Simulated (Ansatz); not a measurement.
Geometry optimisation, Ansatz, RKS BLYP-D4/6-31G*.

input.yaml

```yaml
crystal:
  periodic: [false, false, false]
  atoms:
    - { symbol: Al, position_ang: [0.0, 0.0, 0.0] }
    - { symbol: H, position_ang: [1.0219, 0.0, 1.433] }
    - { symbol: C, position_ang: [2.1347, 0.0, 0.3896] }
    - { symbol: H, position_ang: [2.4643, -1.0462, 0.2194] }
    - { symbol: H, position_ang: [1.9982, 0.508, -0.5878] }
    - { symbol: H, position_ang: [2.9043, 0.5381, 0.9814] }
    - { symbol: C, position_ang: [-1.706, 0.0, -0.985] }
    - { symbol: H, position_ang: [-2.2662, -0.9305, -0.7558] }
    - { symbol: H, position_ang: [-2.3102, 0.8797, -0.6796] }
    - { symbol: H, position_ang: [-1.5043, 0.0508, -2.0753] }
basis:
  gaussian: { orbitals: "6-31G*" }
hamiltonian:
  xc: blyp
  dispersion: d4
relax:
  f_tol: 0.15
  max_steps: 25
  restrain:
    - { distance: [1, 2], at: 1.11, k: 30.0 }
    - { distance: [0, 1], at: 2.76, k: 30.0 }
    - { distance: [0, 2], at: 3.17, k: 30.0 }
```

Run as:

```bash
$ ansatz run input.yaml --threads 1 --pin off --max-ram 2048MiB --backend cpu --events-out ev --progress --plain --runs-dir out
```

**Question.** Where does it end, and by what steps?

**Answer.** The forces met the threshold. The restraints hold the end off the free minimum. After 18 steps the energy has fallen by 4.279 eV (the restraints' own energy left out); Al1 moved furthest, 1.67 Å. Parted: Al1–C3 (2.17 → 3.18 Å). Joined: H2–C3 (1.53 → 1.11 Å).

| step | energy less start (eV) | largest force component (eV/Å) | accepted |
| --- | --- | --- | --- |
| 0 | 0.0000 | 2.847 | yes |
| 1 | -0.3240 | 3.301 | yes |
| 2 | -0.3144 | 6.792 | yes |
| 3 | -0.9623 | 7.606 | yes |
| 4 | -2.8076 | 2.695 | yes |
| 5 | -3.6695 | 1.247 | yes |
| 6 | -4.0348 | 0.838 | yes |
| 7 | -4.0661 | 0.419 | yes |
| 8 | -4.1042 | 0.672 | yes |
| 9 | -4.1379 | 0.665 | yes |
| 10 | -4.1561 | 0.544 | yes |
| 11 | -4.1997 | 0.418 | yes |
| 12 | -4.2265 | 0.287 | yes |
| 13 | -4.2504 | 0.237 | yes |
| 14 | -4.2636 | 0.232 | yes |
| 15 | -4.2700 | 0.202 | yes |
| 16 | -4.2759 | 0.186 | yes |
| 17 | -4.2776 | 0.183 | yes |
| 18 | -4.2791 | 0.177 | yes |

```xyz
10
Properties=species:S:1:pos:R:3
Al -1.022 -0.920 0.943
H 1.495 0.138 1.352
C 1.897 0.167 0.322
H 1.865 -0.841 -0.118
H 1.314 0.863 -0.297
H 2.945 0.504 0.367
C -1.373 -0.106 -0.877
H -2.383 -0.392 -1.246
H -1.353 1.006 -0.851
H -0.648 -0.420 -1.655
```

Time of the run: 37 s on 1 thread of Arm Neoverse V1 (shared host), peak memory 0.12 GiB.
